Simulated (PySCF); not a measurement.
Write Cartesian coordinates for `CC[BH3-]` as optimised with PBE0-D3(BJ)/def2-SVP. (Charge -1.)

```
atom  x, y, z in Å
B1    -1.3548    0.2224   -0.1251
C2     0.0527   -0.4815    0.3499
C3     1.2913    0.1059   -0.3194
H4    -2.3387   -0.2963    0.4548
H5    -1.3358    1.4512    0.1411
H6    -1.5080    0.0919   -1.3663
H7     0.1762   -0.3984    1.4506
H8     0.0291   -1.5734    0.1477
H9     1.2227    0.0094   -1.4181
H10    2.2521   -0.3566   -0.0083
H11    1.3680    1.1889   -0.1132
```

Any rigid rotation of these coordinates is as good. Atoms count from 1 in this order. B1 (four-coordinate boron) is tetrahedral (angles from 108.2° to 111.2°).

Bonds between heavy atoms (Å): B1–C2 1.644, C2–C3 1.525.

Theory: PBE0-D3(BJ)/def2-SVP geometry optimisation, gas phase in PySCF 2.14.0.

Point group: Cs (tolerance 0.08 Å). Stationary, but not proved a minimum. The geometry's basis has no diffuse functions, a weakness for an anion.

Time: 5.3 s of wall time. Hardware: one thread, Arm Neoverse V2, on a shared host. This is the geometry optimisation.
